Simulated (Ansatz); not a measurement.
# C3H7FNO (charge +1): harmonic frequencies at the relaxed geometry

At which frequencies does C3H7FNO (charge +1) vibrate? The task is harmonic frequencies at the relaxed geometry, for C3H7FNO (charge +1).

Computed with Ansatz 0.2.0 through its Python package. Level of theory: Hartree-Fock/def2-SVP.

## (1) Starting point

Bond lengths: O1–C2 1.221 Å, C2–F3 1.337 Å, C2–C4 1.499 Å, C4–C5 1.517 Å, C5–N6 1.490 Å, C4–H7 1.094 Å, C4–H8 1.094 Å, C5–H9 1.095 Å, C5–H10 1.095 Å, N6–H11 1.031 Å, N6–H12 1.030 Å, N6–H13 1.030 Å. Angles (14 of 21 angles, heavy atoms first): O1–C2–F3 118.0°, O1–C2–C4 124.3°, F3–C2–C4 117.7°, C2–C4–C5 108.8°, C4–C5–N6 110.4°, C2–C4–H7 108.3°, C2–C4–H8 108.3°, C5–C4–H7 111.2°, C5–C4–H8 111.2°, C4–C5–H9 112.1°, C4–C5–H10 112.1°, N6–C5–H9 106.4°, N6–C5–H10 106.4°, C5–N6–H11 110.3°.

No structure file is read: the coordinates are typed or built in the script.

## (2) Script

Input file c3h7fno.py:

```python
"""Vibrations and zero-point energy of C3H7FNO(+)."""

import itertools

import ansatz as az
from ase import Atoms
from ase.data import atomic_numbers, covalent_radii
from ase.thermochemistry import IdealGasThermo
import numpy as np

atoms = Atoms(["O", "C", "F", "C", "C", "N", "H", "H", "H", "H", "H", "H", "H"], positions=[
    (2.2971, 0.0422, 1.1359),
    (1.9555, 0.5088, 0.0605),
    (2.8775, 1.1443, -0.6695),
    (0.5675, 0.4161, -0.497),
    (-0.3062, -0.3385, 0.4867),
    (-1.697, -0.4508, -0.0347),
    (0.6171, -0.1024, -1.4596),
    (0.1932, 1.4316, -0.6595),
    (0.0464, -1.3619, 0.6509),
    (-0.3779, 0.1736, 1.4518),
    (-2.2892, -0.9638, 0.6351),
    (-1.7438, -0.9668, -0.9244),
    (-2.1402, 0.4677, -0.1762),
])
mol = az.Crystal.molecule_from_ase(atoms)

calculation = mol.calculation().basis(gaussian="def2-SVP").functional("hf").charge(1)
symbols = [site.symbol for site in mol.cartesian_sites]
start = np.array([site.position_ang for site in mol.cartesian_sites], dtype=float)
rep = calculation.relax(force_tolerance=0.003).run(threads=1, pin="off").report
end = np.array(rep["positions_ang"])

# pairs closer than 1.2 times the sum of covalent radii, before or after
radius = [covalent_radii[atomic_numbers[s]] for s in symbols]
span = lambda where, i, j: np.linalg.norm(where[i] - where[j])
bonded = [(i, j) for i, j in itertools.combinations(range(len(symbols)), 2) if min(span(start, i, j), span(end, i, j)) < 1.2 * (radius[i] + radius[j])]
print("pair        before    after (A)")
for i, j in bonded:
    print(f"{symbols[i]}{i}-{symbols[j]}{j}".ljust(10), f"{span(start, i, j):8.4f} {span(end, i, j):8.4f}")

# same settings at the minimum
minimum = az.Crystal.molecule()
for symbol, place in zip(symbols, end):
    minimum = minimum.atom(symbol, place.tolist())
vibrating = (
    minimum.calculation()
    .basis(gaussian="def2-SVP")  # atom-centred Gaussian functions
    .functional("hf")
    .charge(1)  # electrons removed from the neutral system
    .phonons(temperatures=(200, 600, 100))
)
vib = vibrating.run(threads=1, pin="off").report["vibrations"]
sums = vib["harmonic_sums"]
modes = [m["omega_inv_cm"] for m in sums["modes_at_gamma"] if m["rigid_motion"] == "no"]
for number, w in enumerate(modes, start=1):
    print(f"mode {number:2d} {w:9.1f} 1/cm {w / 8065.544 * 1000:8.2f} meV")
print("imaginary modes:", sum(w < 0 for w in modes), " zero-point energy:", round(sums["zero_point_energy_ev"], 4), "eV")
# rigid rotor and ideal gas, symmetry number taken as one
gas = IdealGasThermo(vib_energies=[w / 8065.544 for w in modes if w > 0], geometry="linear" if len(modes) == 3 * len(symbols) - 5 else "nonlinear",
                     atoms=Atoms(symbols, positions=end), symmetrynumber=1, spin=0.0)
print(f"H(298 K) - E = {gas.get_enthalpy(298.15, verbose=False):.4f} eV")
print(f"S(298 K, 1 bar) = {96485.33 * gas.get_entropy(298.15, 1e5, verbose=False):.1f} J/(mol K) with symmetry number 1")
```

## (3) Running it

Started as:

```console
$ python c3h7fno.py
```

Q: Predict the main results. Wanted: moves of the relaxation of run 1; energy gained in run 1; last largest force component of run 1; highest frequency; imaginary modes; zero-point energy.

**Answer**, as computed:

```
                             quantity        value
                        runs compared            2
     moves of the relaxation of run 1            7
               energy gained in run 1     0.322 eV
last largest force component of run 1  0.0016 eV/Å
                    highest frequency    3711 cm⁻¹
                      imaginary modes            0
                    zero-point energy     3.223 eV
```

**Reading.** In CPU time, run 2 (phonons) cost about 6.7 times as much as run 1 (relaxation). Run 1: After 7 moves the largest shift is 0.110 Å, of atom 3 (F). All frequencies are real, so the geometry is a minimum. The values are harmonic; measured fundamentals also hold anharmonic shifts, mostly downward for stretches. The frequencies are harmonic and unscaled, in a modest basis. The entropy takes a symmetry number of 1; a symmetric molecule's is lower by R ln(sigma).
